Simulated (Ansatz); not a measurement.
A nudged elastic band was laid between two geometries of C$_{3}$H$_{7}$NS (12 atoms, charge 0, multiplicity 1).

Theory: Ansatz, RKS B3LYP-D4/def2-SVP.

```json
{"movable images": "7", "climbing image": "yes", "spring": "5.0 eV/Å²", "optimiser": "quadratic models (default)", "start path": "through a guess of the saddle point", "force threshold": "0.05 eV/Å", "iteration limit": "60", "end points": "relaxed"}
```

First end point:

```xyz
12
Properties=species:S:1:pos:R:3
N -1.679 -0.372 0.454
C -0.309 -0.772 0.345
C 0.775 0.103 0.887
C 0.709 -0.137 -0.610
S 0.119 1.154 -1.715
H -1.771 0.633 0.304
H -2.237 -0.821 -0.274
H -0.177 -1.851 0.484
H 0.484 1.097 1.241
H 1.602 -0.348 1.444
H 1.463 -0.801 -1.046
H 1.098 2.059 -1.480
```

Last end point:

```xyz
12
Properties=species:S:1:pos:R:3
N -1.394 -0.573 0.293
C 0.029 -1.090 0.224
C 0.962 -0.044 0.786
C 0.848 -0.207 -0.710
S 0.094 1.176 -1.651
H -1.514 0.406 -0.075
H -2.003 -1.180 -0.264
H -1.729 -0.617 1.259
H 0.593 0.921 1.176
H 1.865 -0.385 1.308
H 1.645 -0.683 -1.290
H 0.680 2.222 -1.021
```

Task: Which bonds break or form, and what moves?

Result: Bonds broken: C2–H8. Bonds formed: N1–H8.

Task: Give the energies along the band, and the barrier.

Result: It converged. The highest image is number 4 of 0 to 8, 3.58 eV above the first end and 1.02 eV above the last; the last end lies 2.57 eV above the first. Neighbouring images differ by up to 1.7 eV, so the band resolves the path poorly. A vibrational analysis at the climbing image gives one clearly imaginary mode, 1580i cm⁻¹: a first-order saddle point. The orbitals stay closed-shell, which can raise the energy where a bond breaks towards radicals; this wasn't checked here.

```csv
image,path coordinate (Å),energy (eV),C2–H8 (Å),N1–H8 (Å)
0,0.00,0.00,1.10,2.11
1,0.45,0.03,1.10,2.10
2,0.90,0.57,1.09,1.89
3,1.34,2.26,1.15,1.54
4,1.79,3.58,1.40,1.17
5,2.30,2.92,1.84,1.02
6,2.81,2.65,2.06,1.02
7,3.32,2.59,2.08,1.02
8,3.83,2.57,2.09,1.02
```

Task: What is the geometry of the highest image?

Result: 
```xyz
12
Properties=species:S:1:pos:R:3
N -1.542 -0.520 0.341
C -0.042 -0.939 0.275
C 0.890 0.093 0.820
C 0.852 -0.176 -0.671
S 0.123 1.063 -1.777
H -1.783 0.393 0.749
H -2.016 -0.675 -0.549
H -1.187 -1.521 0.823
H 0.500 1.072 1.134
H 1.760 -0.236 1.401
H 1.670 -0.739 -1.134
H 0.852 2.131 -1.378
```

The band took 14 iterations and about 8 core-minutes.

The run took 4 min on 2 threads of Arm Neoverse V2, on a shared host, peak memory 0.25 GiB.
